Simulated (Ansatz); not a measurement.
CH3OSi (SMILES O=C[SiH2-]) (charge -1), singlet: a relaxation.

in.yaml

```yaml
crystal:
  periodic: [false, false, false]
  atoms:
    - {symbol: O, position_ang: [-0.855171, -1.659315, 0.885911]}
    - {symbol: C, position_ang: [-0.339608, -0.808518, 0.011602]}
    - {symbol: Si, position_ang: [-0.162844, 0.848955, -0.194031]}
    - {symbol: H, position_ang: [0.285817, -1.426471, -0.768377]}
    - {symbol: H, position_ang: [1.136889, 1.159360, -0.649295]}
    - {symbol: H, position_ang: [-0.281735, 1.725151, 0.966384]}
basis:
  gaussian: {orbitals: pcseg-2}
total_charge: -1
hamiltonian: {xc: hf}
relax: {f_tol: 0.002, max_steps: 30, max_displacement: 0.5}
```

Run by:

```bash
ansatz run in.yaml --threads 2 --pin off --events-out ev --progress --plain --max-ram 3481MiB
```

What Ansatz 0.2.0 printed:

```
Functional definition: HF
  name "HF"
  cite "Fock, Z. Phys. 61, 126 (1930) doi:10.1007/BF01340294"
  parent pbe
  exchange = exact_x
  correlation = 0
915 factors; their error is unknown
mean field evaluation 1: about -10974.1023 eV, gradient 2.2e1 eV
mean field evaluation 2: about -10975.3984 eV, gradient 1.3e1 eV
mean field evaluation 4: about -10975.8081 eV, gradient 1.5e0 eV
mean field evaluation 8: about -10975.8192 eV, gradient 7.6e-2 eV
mean field -10976.08235732 eV, -403.3635867757 hartree, gradient 1.5e-5 eV, S^2 0.000000; 0 other end points of the search recorded, 0 dependent functions left out
the calculation of the forces begins
reference -10976.08235732 eV, -403.3635867757 hartree; 16, 16 occupied and 120, 120 virtual orbitals, 915 factors
relax step   1: F+E_penalty+E_count = -10976.08235732 eV  Δ(F+E_penalty+E_count) = +0.000e0 eV  max|allowed force component| = 1.019e1 eV/Å  Δτ_max = 0.0000 Å  (40 SCF iters, accepted)
relax step   2: F+E_penalty+E_count = -10974.94129733 eV  Δ(F+E_penalty+E_count) = +1.141e0 eV  max|allowed force component| = 8.492e0 eV/Å  Δτ_max = 0.4400 Å  (51 SCF iters, rejected (line search))
relax step   3: F+E_penalty+E_count = -10977.27932179 eV  Δ(F+E_penalty+E_count) = -1.197e0 eV  max|allowed force component| = 1.452e0 eV/Å  Δτ_max = 0.2195 Å  (47 SCF iters, accepted)
relax step   4: F+E_penalty+E_count = -10977.47790853 eV  Δ(F+E_penalty+E_count) = -1.986e-1 eV  max|allowed force component| = 7.098e-1 eV/Å  Δτ_max = 0.1862 Å  (41 SCF iters, accepted)
relax step   5: F+E_penalty+E_count = -10977.49118343 eV  Δ(F+E_penalty+E_count) = -1.327e-2 eV  max|allowed force component| = 1.338e0 eV/Å  Δτ_max = 0.1381 Å  (41 SCF iters, accepted)
relax step   6: F+E_penalty+E_count = -10977.48237251 eV  Δ(F+E_penalty+E_count) = +8.811e-3 eV  max|allowed force component| = 5.845e-1 eV/Å  Δτ_max = 0.2086 Å  (39 SCF iters, rejected (line search))
relax step   7: F+E_penalty+E_count = -10977.55556939 eV  Δ(F+E_penalty+E_count) = -6.439e-2 eV  max|allowed force component| = 3.787e-1 eV/Å  Δτ_max = 0.1043 Å  (40 SCF iters, accepted)
relax step   8: F+E_penalty+E_count = -10977.55944325 eV  Δ(F+E_penalty+E_count) = -3.874e-3 eV  max|allowed force component| = 1.111e-1 eV/Å  Δτ_max = 0.0547 Å  (35 SCF iters, accepted)
relax step   9: F+E_penalty+E_count = -10977.55931806 eV  Δ(F+E_penalty+E_count) = +1.252e-4 eV  max|allowed force component| = 2.148e-1 eV/Å  Δτ_max = 0.0180 Å  (35 SCF iters, rejected (line search))
relax step  10: F+E_penalty+E_count = -10977.56028037 eV  Δ(F+E_penalty+E_count) = -8.371e-4 eV  max|allowed force component| = 4.985e-2 eV/Å  Δτ_max = 0.0088 Å  (36 SCF iters, accepted)
relax step  11: F+E_penalty+E_count = -10977.56046775 eV  Δ(F+E_penalty+E_count) = -1.874e-4 eV  max|allowed force component| = 1.567e-2 eV/Å  Δτ_max = 0.0200 Å  (35 SCF iters, accepted)
relax step  12: F+E_penalty+E_count = -10977.56052449 eV  Δ(F+E_penalty+E_count) = -5.674e-5 eV  max|allowed force component| = 1.036e-2 eV/Å  Δτ_max = 0.0058 Å  (35 SCF iters, accepted)
relax step  13: F+E_penalty+E_count = -10977.56054379 eV  Δ(F+E_penalty+E_count) = -1.931e-5 eV  max|allowed force component| = 3.452e-3 eV/Å  Δτ_max = 0.0018 Å  (35 SCF iters, accepted)
relax step  14: F+E_penalty+E_count = -10977.56054461 eV  Δ(F+E_penalty+E_count) = -8.206e-7 eV  max|allowed force component| = 1.806e-3 eV/Å  Δτ_max = 0.0003 Å  (35 SCF iters, accepted)
Total energy: -10977.56054461 eV, -403.4179091567 hartree
Atom 0 at    -0.823136    -1.520134     0.889988 Å, force     0.000828     0.001073    -0.001567 eV/Å
Atom 1 at    -0.270058    -0.882594     0.034121 Å, force    -0.000438    -0.000728     0.001806 eV/Å
Atom 2 at    -0.310132     1.020955    -0.346874 Å, force    -0.000351    -0.000128    -0.000370 eV/Å
Atom 3 at     0.287165    -1.475646    -0.734265 Å, force    -0.000340    -0.000073     0.000007 eV/Å
Atom 4 at     1.180045     1.125997    -0.659677 Å, force     0.000244     0.000181     0.000075 eV/Å
Atom 5 at    -0.280536     1.570584     1.068902 Å, force     0.000057    -0.000325     0.000049 eV/Å
Dipole moment:     0.185613    -0.415686    -0.003614 e Å

[the SCF lines of later steps are left out]
```

The run took about 19 s on 2 CPU threads of an Arm Neoverse V1 (shared host).
